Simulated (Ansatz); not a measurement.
Rock-salt GdN was calculated with r²SCAN+rVV10 (Ansatz, a program for electronic structure, PAW).

Settings: plane-wave cutoff 560 eV, 12×12×12 k mesh, Fermi–Dirac smearing 0.01 eV, spin-polarised with parallel moments, scalar-relativistic PAW data made under PBE.

Energies at three volumes about the minimum:

```json
[
 {"V (Å³/atom)": "14.928", "E − E_lowest (meV/atom)": "3.23"},
 {"V (Å³/atom)": "15.233", "E − E_lowest (meV/atom)": "0.00"},
 {"V (Å³/atom)": "15.537", "E − E_lowest (meV/atom)": "2.97"}
]
```

Problem. Fit a parabola by hand: where is the minimum, and what is the bulk modulus?

Solution. Slopes: (0.00 − 3.23)/(15.233 − 14.928) = -10.590 and (2.97 − 0.00)/(15.537 − 15.233) = 9.770 meV/Å³. Curvature E″ = 2 × (9.770 − (-10.590))/(15.537 − 14.928) = 66.864 meV/Å⁶. From the middle of the first interval, the slope vanishes at V0 = 15.0805 − (-10.590)/66.864 = 15.239 Å³/atom. B = V0 E″ = 15.239 × 66.864 meV/Å³ × 0.1602 GPa per meV/Å³ = 163 GPa. The full Birch–Murnaghan fit to all volumes gives V0 = 15.234 Å³/atom and B0 = 163 GPa.

Measured, for comparison: bulk modulus 192 ± 35 GPa (temperature not stated, no zero-point or thermal correction; as tabulated in Doll (2008), arXiv:0801.3152); equilibrium volume per atom 15.38 Å³/atom (temperature not stated, no zero-point or thermal correction; as tabulated in Natali et al. (2013), arXiv:1208.2410). Computed (rounded) less measured: bulk modulus -15 % (inside the measured uncertainty), equilibrium volume per atom -1.0 %. A static lattice is as a rule a little smaller and stiffer than an uncorrected measurement, which narrows the difference in the equilibrium volume per atom and would widen misses of the other sign.

Note: the 4f shell is treated without U or exact exchange, so its levels and filling can be wrong.
